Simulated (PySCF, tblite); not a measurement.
# C3H2O+ (doublet): geometry, infrared bands and EPR parameters

What infrared bands and EPR parameters should C3H2O+ (doublet) (`O=C1[CH][CH+]1`) show?

Programs: tblite 0.8.0 and PySCF 2.14.0, with density-fitted response routines of our own. Each step states its level of theory. These are calculated values for one molecule in the gas phase, unless marked as measured. Atoms are numbered from 0 throughout.

### Step 1. The starting structure

6 atoms, charge 1, multiplicity 2; geometry from: force field or distance geometry start.

Bonds of the start (Å): O0–C1 1.25, C1–C2 1.50, C2–C3 1.48, C3–C1 1.46, C2–H4 1.11, C3–H5 1.09.

### Step 2. Geometry optimisation with GFN2-xTB

The job: settings as JSON, then the geometry in Å.

```
{"job": {"kind": "relax", "xc": "GFN2-xTB", "basis": "xTB"}, "charge": 1, "multiplicity": 2}
O     -1.711600    -1.063000    -0.006100
C     -0.638500    -0.429400     0.082000
C     -0.024200     0.914400     0.317700
C      0.816600    -0.278700     0.096900
H     -0.233400     1.606300    -0.530000
H      1.794200    -0.747500     0.018000
```

Started as:

```console
$ OMP_NUM_THREADS=1 python probes_run.py task.json out
```

One launch serves the whole session: the jobs run in the order shown.

**Question.** This job is followed by: GFN2-xTB harmonic vibrations, gas phase; UKS B3LYP, pcH-1 on C H O, non-relativistic, mean-field spin-orbit, GIAO. Predict these results of the whole session: strongest single infrared mode (GFN2-xTB); zero-point energy (GFN2-xTB); g(iso) (B3LYP); ⟨S²⟩; largest a(iso) (averaged by class).

As calculated:

| quantity | value |
| --- | --- |
| strongest single infrared mode (GFN2-xTB) | 3039 cm⁻¹, 324 km/mol |
| zero-point energy (GFN2-xTB) | 22.1 kcal/mol |
| g(iso) (B3LYP) | 2.00403 |
| ⟨S²⟩ | 0.756 (exact 0.75) |
| largest a(iso) (averaged by class) | 1H on H4, H5, 94.9 MHz |

Relaxing lowered the energy by 1.818 eV in 23 steps; the close pair that moved most is C2–C3, from 1.476 to 1.313 Å. No mode is imaginary among the 12: a minimum at this level. The strongest single mode, at 3039 cm⁻¹, moves mainly H5 and H4. Unscaled tight-binding wavenumbers are off by several per cent, some by more. Its intensities can rank the bands wrongly. O0 carries the largest spin population, 0.57 e. The isotropic g lies 1.7 ppt above the free-electron value. The conformer search found further structures of the same energy, which may be mirror or relabelled copies of this one.
